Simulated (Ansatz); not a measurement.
`O[SiH]` + silanol → `[SiH]O[SiH3]` + H₂O  (ligand exchange at the Si–O bond)

Gas-phase electronic energies from Ansatz, PBE0-D4/def2-TZVP geometries. CCSD(T)/CBS adds triple-zeta CCSD(T) − MP2 to the extrapolated MP2 energy (def2 sets, frozen cores). This one scheme is used for every species. Functionals use def2-TZVPP. B3LYP here is the variant with VWN-RPA as its local correlation; programs differ in this. HSE06 is defined as in plane-wave codes.

`O[SiH]`:

Z-matrix (Å, degrees):
```
O
Si 1 1.657
H 1 0.961 2 114.2
H 2 1.532 1 94.4 3 180.0
```

`O[SiH3]`:

Cartesian coordinates in Å:
```
O -0.361 0.444 1.147
Si 0.015 0.000 -0.395
H -0.009 -0.084 1.863
H 1.484 0.030 -0.633
H -0.657 0.982 -1.276
H -0.471 -1.373 -0.705
```

`[SiH]O[SiH3]`:

Z-matrix (Å, degrees):
```
Si
O 1 1.652
H 1 1.483 2 108.5
H 1 1.486 2 109.8 3 120.4
H 1 1.483 2 108.5 3 -119.2
Si 2 1.645 1 142.3 3 -121.3
H 6 1.549 2 97.6 1 0.1
```

H₂O:

Cartesian coordinates in Å:
```
O 0.261 -0.131 0.258
H 0.427 0.410 -0.517
H -0.688 -0.279 0.259
```

```csv
level,ΔE (kJ/mol),difference from CCSD(T)/CBS
LDA (SPW92),-3.5,8.5
revPBE-D4,-8.3,3.7
BLYP-D4,-10.5,1.5
HSE06-D4,-8.7,3.3
PBE-QIDH,-8.6,3.4
PBE0,-5.4,6.6
B3LYP,-5.4,6.6
MP2/def2-SVP,-7.1,4.9
CCSD(T)/def2-TZVPP,-10.2,1.8
CCSD/CBS(def2),-12.5,-0.5
CCSD(T)/CBS,-12.0,0
```

Largest T1 diagnostic among the species: 0.016.

The D4 term adds −6.4 kJ/mol with B3LYP and −3.5 kJ/mol with PBE0; it sums over pairs of atoms, weighted by their polarisabilities, and B3LYP, whose exchange is more repulsive, gets the larger term. Leaving LDA and LC-ωPBE aside and taking each functional with its dispersion term where it has one, the values, not all of them listed here, spread over 9.6 kJ/mol, from BHLYP-D4 to r2SCAN-D4.
